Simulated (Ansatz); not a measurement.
# Chalcopyrite CdGeAs2: properties by level of theory

Reference values: lattice constant a 5.943 Å (measured, 298 K, no zero-point or thermal correction; as tabulated in Abstract on Scilit: Piezoelectric nonlinear optic CuGaSe2 and CdGeAs2: Crystal …); lattice parameter c 11.216 Å (measured, 298 K, not corrected to a static lattice; as tabulated in Abstract on Scilit: Piezoelectric nonlinear optic CuGaSe2 and CdGeAs2: Crystal …); band gap 0.57 eV (measured, temperature not stated, not corrected to a static lattice, direct; as tabulated in Rashkeev et al. (1999), arXiv:cond-mat/9809378).

```json
[
 {"level (code)": "revPBE (Ansatz)", "lattice parameter a (Å)": "6.099", "lattice parameter c (Å)": "11.571", "band gap (eV)": "0.00"},
 {"level (code)": "PBE-D3(BJ) (Ansatz)", "lattice parameter a (Å)": "5.973", "lattice parameter c (Å)": "11.305", "band gap (eV)": "0.00"},
 {"level (code)": "r²SCAN-D4 (Ansatz)", "lattice parameter a (Å)": "5.961", "lattice parameter c (Å)": "11.243", "band gap (eV)": "0.17"},
 {"level (code)": "r²SCAN+rVV10 (Ansatz)", "lattice parameter a (Å)": "5.958", "lattice parameter c (Å)": "11.235", "band gap (eV)": "0.16"},
 {"level (code)": "HSE06 (Ansatz)", "lattice parameter a (Å)": "?", "lattice parameter c (Å)": "11.316", "band gap (eV)": "?"}
]
```

### Question
Complete the blanks.

### Answer

- HSE06 (Ansatz, an electronic-structure program), lattice parameter a (Å): 5.984
- HSE06 (Ansatz), band gap (eV): 0.43

Differences from the reference values (errors of the level alone only where the reference is corrected to a static lattice):

```
level         lattice constant a (%)  lattice parameter c (%)
------------  ----------------------  -----------------------
revPBE                         +2.62                    +3.17
PBE-D3(BJ)                     +0.50                    +0.79
r²SCAN-D4                      +0.30                    +0.24
r²SCAN+rVV10                   +0.25                    +0.17
HSE06                          +0.69                    +0.89
```

Nearest: lattice constant a, not ranked (reference at room or unstated temperature); lattice parameter c, not ranked (reference at room or unstated temperature).

Computed values are for a static lattice. Levels without +SOC have no spin–orbit coupling; where heavier elements are present it shifts gaps, mostly down, and can invert bands. A gap of zero means that the bands touch or overlap; how far they overlap is not shown.  Each level is taken at its own relaxed cell. Cutoffs and k meshes differ between the levels. Ansatz's density-functional and Hartree–Fock values are scalar-relativistic unless marked +SOC, with PAW data made under PBE.

Ansatz's density-functional and Hartree–Fock values are scalar-relativistic unless marked +SOC, with PAW data made under PBE.

Differences are worked out from the printed values.
